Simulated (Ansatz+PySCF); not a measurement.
Values are calculated unless marked as measured or tabulated.
Input for PySCF 2.14.0:

```python
from pyscf import gto, scf, cc

mol = gto.M(atom="""
Al 0.000000 0.000000 0.000000
Si 0.967200 1.289600 2.792070
""", basis='sto-3g', charge=0, spin=1)
mf = scf.UHF(mol)
mf.kernel()
mycc = cc.CCSD(mf, frozen=10).run()
et = mycc.ccsd_t()
print(mf.e_tot, mycc.e_corr, et, mycc.e_tot + et)
```

The script is written out from the run's settings.

Output:

```json
{
 "Converged": "yes",
 "Reference energy": "-524.31193 hartree",
 "CCSD correlation energy": "-0.09009 hartree",
 "Triples correction": "-0.00037 hartree",
 "Total energy": "-524.40239 hartree",
 "Spin squared of the determinant": "0.768"
}
```

This is not the lowest solution: another run reaches a determinant 0.84 eV lower. Caution: bonds are stretched, where a single reference can fail.
